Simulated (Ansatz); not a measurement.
# UHF/cc-pVTZ run of BN (boron nitride)

What is the energy change on altering one bond length of BN (boron nitride) at UHF/cc-pVTZ? 

The results are computed with Ansatz 0.2.0.

32 further runs of the same task are left out: 32 set aside as unsound or not needed.

## 1. The system as given

BN: 2 atoms, total charge 0, spin state triplet. SMILES: `B#N`. Geometry: relaxed at PBE0-D4/def2-TZVP.

Bond lengths: B1–N2 1.315 Å.

## 2. A single-point energy at UHF/cc-pVTZ

Input file in.yaml:

```yaml
basis:
  gaussian: {orbitals: cc-pVTZ}
crystal:
  periodic: [false, false, false]
  atoms:
    - symbol: B
      position_ang: [-0.000000, -0.000000, -0.023520]
    - symbol: N
      position_ang: [0.000000, 0.000000, 1.291950]
total_charge: 0
magnetization: {spin_polarized: true, initial_magnetization: 2}
hamiltonian: {xc: hf}
accuracy: high
output: {orbitals: {seedname: orbitals}}
```

On the command line:

```
ansatz run in.yaml --threads 1 --pin off --max-ram 3480MiB --events-out events.jsonl --progress --plain --runs-dir runs
```

Log:

```text
Warning: RAYON_NUM_THREADS=1 ignored (pool sized by the plan → 1); use --threads N
Functional definition: HF
  name "HF"
  exchange = exact_x
  correlation = 0
848 factors; integrals over basis functions are off by at most 2.6e-9 eV
mean field evaluation 1: about -2148.1853 eV, gradient 1.6e1 eV
mean field evaluation 2: about -2148.1883 eV, gradient 1.6e1 eV
mean field evaluation 4: about -2149.7222 eV, gradient 2.9e0 eV
mean field evaluation 8: about -2150.0802 eV, gradient 5.3e-1 eV
mean field evaluation 16: about -2150.1149 eV, gradient 4.3e-3 eV
mean field evaluation 32: about -2148.4566 eV, gradient 2.3e0 eV
mean field evaluation 64: about -2148.6774 eV, gradient 5.8e0 eV
mean field evaluation 96: about -2146.0599 eV, gradient 1.0e1 eV
mean field evaluation 128: about -2149.4212 eV, gradient 6.6e0 eV
mean field evaluation 160: about -2150.1149 eV, gradient 6.4e-8 eV
mean field -2150.11492410 eV, -79.0152660606 hartree, gradient 6.4e-8 eV, S^2 2.046233; 3 other end points of the search recorded, 0 dependent functions left out
reference -2150.11492410 eV, -79.0152660606 hartree; 7, 5 occupied and 53, 55 virtual orbitals, 848 factors
Total energy: -2150.11492410 eV, -79.0152660606 hartree
```

Run time: 1.2 s. Hardware: 1 thread of Arm Neoverse V1, shared host; peak memory 0.095 GiB.

## 3. The distorted shape at the same level

Input file job.yaml:

```yaml
crystal:
  periodic: [false, false, false]
  atoms:
    - symbol: B
      position_ang: [-0.000000, -0.000000, -1.602050]
    - symbol: "N"
      position_ang: [0.000000, 0.000000, 1.291950]
basis:
  gaussian: {orbitals: cc-pVTZ}
magnetization: {spin_polarized: true, initial_magnetization: 2}
hamiltonian: {xc: hf}
accuracy: high
output: {orbitals: {seedname: orbitals}}
```

On the command line:

```
ansatz run job.yaml --threads 1 --pin off --max-ram 3480MiB --events-out events.jsonl --progress --plain --runs-dir runs
```

Log, shortened:

```text
Warning: RAYON_NUM_THREADS=1 ignored (pool sized by the plan → 1); use --threads N
[... 2 set-up lines as earlier in the session ...]
[...]
774 factors; integrals over basis functions are off by at most 3.1e-9 eV
[...]
mean field -2147.81767637 eV, -78.9308437636 hartree, gradient 7.5e-9 eV, S^2 3.025820; 8 other end points of the search recorded, 0 dependent functions left out
reference -2147.81767637 eV, -78.9308437636 hartree; 7, 5 occupied and 53, 55 virtual orbitals, 774 factors
Total energy: -2147.81767637 eV, -78.9308437636 hartree
```

It took 2.7 s on 1 thread of Arm Neoverse V1, shared host; peak memory 0.095 GiB.

## 4. Outcome

At UHF/cc-pVTZ:

| quantity | value |
| --- | --- |
| first shape: total energy | -79.01527 Eh |
| first shape: HOMO energy (highest over α and β) | -11.73 eV |
| first shape: LUMO energy (lowest over α and β) | 0.04 eV |
| first shape: ⟨S²⟩ | 2.046 |
| distorted shape: total energy | -78.93084 Eh |
| distorted shape: HOMO energy (highest over α and β) | -8.59 eV |
| distorted shape: LUMO energy (lowest over α and β) | 1.17 eV |
| distorted shape: ⟨S²⟩ | 3.026 |
| energy change with the B1–N2 bond stretched from 1.315 to 2.894 Å | 2.297 eV |

With the B1–N2 bond stretched from 1.315 to 2.894 Å the energy rises by 2.30 eV (53 kcal/mol). The first shape isn't relaxed at this level, so the change isn't measured from a minimum. ⟨S²⟩ (distorted shape) is 3.03 where a pure triplet has 2.00: the reference is spin-contaminated.
